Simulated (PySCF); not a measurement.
# A diatomic session: BF

What are the lowest state that PBE0 finds, the bond length, vibrational wavenumber and bond energy of BF, and how much do these hang on the method?

The runs use PySCF 2.14.0; B aug-cc-pVDZ, F aug-cc-pVDZ, no relativity.

### 1 The job

The job is set up so:

* atoms: B, F
* charge: 0
* basis: B aug-cc-pVDZ, F aug-cc-pVDZ
* Hamiltonian: no relativity
* basis functions: 46
* electrons treated: 14
* masses in u: 11.0093, 18.9984
* levels: PBE0, PBE, r²SCAN, B2PLYP, PBEsol, TPSSh, HF, MP2, SCS-MP2, CCSD, CCSD(T)
* grid: 80 radial by 434 angular points
* occupations: held fixed by the projection of orbital angular momentum
* dissociation limit: B + F, each in its ground configuration
* starting distance in angstrom: 1.430
* values of 2S to try: 0, 2

The run is started by

```console
$ OMP_NUM_THREADS=1 python dia.py task.json out
```

The runs that follow: First curve: PBE0; Higher solutions at PBE0; PBE (GGA); r²SCAN; B2PLYP (double hybrid); PBEsol (GGA); TPSSh (hybrid meta-GGA); RHF; Adding correlation.

Before running it: what results should come out? Wanted: for each run, Re; ωe; De; μ.

**Answer**, as computed:

Lowest PBE0 solution found, without spin–orbit coupling: ¹Σ⁺ (singlet), closed shell. State 2 has its PBE0 minimum 3.13 eV higher. The other levels ran on the lowest alone.

| level | Re (Å) | ωe (cm⁻¹) | De (eV) | μ (D) |
| --- | --- | --- | --- | --- |
| RHF | 1.276 | 1363 | 5.53 | 0.82 |
| RHF-MP2 | 1.304 | 1263 | 7.56 | n/a |
| RHF-SCS-MP2 | 1.304 | 1264 | 7.35 | n/a |
| RHF-CCSD | 1.306 | 1259 | 7.04 | n/a |
| RHF-CCSD(T) | 1.310 | 1242 | 7.17 | n/a |
| PBE | 1.300 | 1254 | 7.79 | 0.90 |
| PBEsol | 1.296 | 1269 | 8.14 | 0.94 |
| r²SCAN | 1.291 | 1289 | 7.51 | 0.96 |
| TPSSh | 1.295 | 1282 | 7.35 | 0.91 |
| PBE0 | 1.287 | 1308 | 7.44 | 0.89 |
| B2PLYP | 1.293 | 1287 | 7.44 | 0.77 |

De is counted to B + F in their ground configurations. A positive dipole means B(−)F(+).

Differences from CCSD(T) in the same basis:

| level | Re (mÅ) | ωe (%) |
| --- | --- | --- |
| RHF | -34 | +9.7 |
| RHF-MP2 | -6 | +1.7 |
| RHF-SCS-MP2 | -6 | +1.8 |
| RHF-CCSD | -4 | +1.4 |
| PBE | -10 | +1.0 |
| PBEsol | -14 | +2.2 |
| r²SCAN | -19 | +3.8 |
| TPSSh | -15 | +3.2 |
| PBE0 | -23 | +5.3 |
| B2PLYP | -17 | +3.6 |

**Reading.** Against CCSD(T) in the same basis, the bond length is nearest at RHF-CCSD (-4 mÅ) and farthest at RHF (-34 mÅ); the wavenumber is nearest at PBE (+1.0 %) and farthest at RHF (+9.7 %). Hartree–Fock makes the bond too short and too stiff against this reference, as it mostly does. CCSD(T) in a basis this small is itself some way from its limit, more so than the functionals. Of the levels with a De here, RHF gives the least (5.53 eV) and PBEsol the most (8.14 eV).

Correlated steps freeze 2 core orbitals. B2PLYP dipoles, levels and charges come from its SCF part alone.
